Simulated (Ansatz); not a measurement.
**Zr (hcp): energy against volume**

These are results of DFT, BLYP, plane waves (420 eV) with PAW, scalar-relativistic in Ansatz 0.2.0, not measurements. The PAW files were generated under PBE, with cores re-solved for the functional.

The cell is scaled uniformly from the relaxed one, with fractional coordinates and shape fixed. Energies are extrapolated to zero smearing, pressures are those at the given smearing. Magnetic state: spin not included.

A Birch-Murnaghan fit gives V₀ = 24.15 Å³/atom, B₀ = 89 GPa, B₀′ = 3.5.

Problem. What are the energy above the minimum and the pressure at 21.280 Å³/atom?

Solution. 114.0 meV/atom and 14.03 GPa as computed.

Problem. What are the energy above the minimum and the pressure at 22.248 Å³/atom?

Solution. 47.1 meV/atom and 8.50 GPa as computed.

Problem. What are the energy above the minimum and the pressure at 26.117 Å³/atom?

Solution. 39.4 meV/atom and -5.92 GPa as computed.
